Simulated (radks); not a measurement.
# F³⁺ in [He] 2s2 2p2: an all-electron calculation

An exercise on one series of results from a longer session: the logs are not shown, and one member is left open.

Program: radks (a radial shooting solver on a logarithmic mesh, Libxc functionals) version 1. Level of theory: Dirac Kohn-Sham, PBEsol, spin-unpolarised, spherical densities, point nucleus; open shells fill j = l - 1/2 first. These are calculated values, not measurements, unless marked.

### Starting point

| Property | Result |
| --- | --- |
| element | fluorine (Z = 9) |
| charge | +3 |
| electrons | 6 |
| configuration | [He] 2s2 2p2 |

Set-up of the first run:

Input:

```text
Z 9
configuration [He] 2s2 2p2 3s0 3p0 3d0
relativity Dirac
functional pbe_sol,pbe_sol
spin unpolarised
j_filling energy
nucleus point
c 137.035999084
```

Launch:

```bash
> python run_ks.py task.json out
```

The same process makes all the runs of this session.

One of the session's tables, all rows but one given; the rest of the session is left out.

It belongs to the step «Radial structure». Radial moments (bohr):

```
level     <r>  outermost maximum (interpolated)
1s1/2  0.1763                             0.115
2s1/2  0.8778                             0.719
2p1/2  0.8281                             0.624
2p3/2       ?                                 ?
```

Estimate the missing values for 2p3/2.

The run gave: <r>: 0.8292; outermost maximum (interpolated): 0.625. In the column «<r>» it lies between 2p1/2 (0.8281) and 2s1/2 (0.8778).

To keep in mind: Spin polarisation and multiplet splitting are left out.
